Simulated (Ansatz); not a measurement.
**A geometry optimisation of CFOS+ with B3LYP-D3(BJ)/6-311G****

The starting geometry of this gas-phase triplet was optimised with GFN2-xTB as a singlet.

```json
{"atom": "C", "x (Å)": "-0.0326", "y (Å)": "-0.3883", "z (Å)": "-0.7707"}
{"atom": "F", "x (Å)": "0.4897", "y (Å)": "-1.5138", "z (Å)": "-0.9410"}
{"atom": "O", "x (Å)": "-0.6376", "y (Å)": "0.1522", "z (Å)": "0.1973"}
{"atom": "S", "x (Å)": "-0.3829", "y (Å)": "1.0983", "z (Å)": "-1.3947"}
```

Q: Predict what it relaxes into with B3LYP-D3(BJ)/6-311G**.

A: A bond breaks, giving a structure given below by its coordinates. Distances that change by over a tenth: C1–S4 (1.65 → 1.82 Å). Contacts that open: O3–S4 (1.87 → 2.52 Å).

The energy falls by 1.73 eV over 8 steps:

```json
{"step": "1", "E − E(last) (eV)": "1.729"}
{"step": "2", "E − E(last) (eV)": "1.028"}
{"step": "3", "E − E(last) (eV)": "0.600"}
{"step": "4", "E − E(last) (eV)": "0.066"}
{"step": "5", "E − E(last) (eV)": "0.004"}
{"step": "6", "E − E(last) (eV)": "0.001"}
{"step": "7", "E − E(last) (eV)": "0.000"}
{"step": "8", "E − E(last) (eV)": "0.000"}
```

Final geometry (Å):

```yaml
atoms:
  - { symbol: C, position_ang: [-0.1318, -0.3126, -0.5989] }
  - { symbol: F, position_ang: [0.4637, -1.3604, -1.0308] }
  - { symbol: O, position_ang: [-0.6381, -0.0947, 0.4478] }
  - { symbol: S, position_ang: [-0.2571, 1.1160, -1.7272] }
```

Frequencies at the end are all real (lowest 246 cm⁻¹). Open shells are spin-unrestricted. The triplet needn't be the ground state. Run with Ansatz 0.2.0, 90 s on 1 thread of AMD EPYC (Zen 3), with other jobs on the host.
